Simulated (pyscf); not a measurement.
`[OH][PH]` [doublet] + `[H][H]` → `[O][PH2]` [doublet] + `[H][H]`, a concerted two-bond exchange (doublet surface; H–O, H–H broken, H–P, H–H formed). Structures and frequencies: ωB97X-D3(BJ)/def2-SVP in PySCF. Energies in kcal/mol from the separated reactants.

Small-basis levels: PySCF, no dispersion term, spherical d functions. AM1 to PM7: differences of heats of formation from MOPAC, which are fitted to 298 K values and so differ in kind from electronic energies by zero-point and thermal terms. GFN2-xTB: tblite. Open shells are spin-unrestricted. 

| level | barrier | reaction energy |
|---|---|---|
| MP2/6-31G* | 66.1 | +13.5 |
| BP86/6-31G* | 45.7 | +6.6 |
| PBE/6-31G* | 44.4 | +6.5 |
| B3LYP/3-21G | 60.5 | +27.7 |
| B3LYP/6-31G* | 55.0 | +8.2 |
| PBE/def2-SVP | 39.0 | +10.0 |
| B3LYP/def2-SVP | 50.1 | +11.8 |
| GFN2-xTB | 36.7 | +7.7 |
| PM3 | 73.8 | +13.0 |
| ωB97M-D3(BJ)/def2-TZVP | 52.7 | +8.3 |

Against the last row the barrier runs from -15.9 (GFN2-xTB) to +21.2 kcal/mol (PM3). ωB97M-D3(BJ)/def2-TZVP has limits of its own. This is the saddle that the search found; another between the same sides may lie lower.
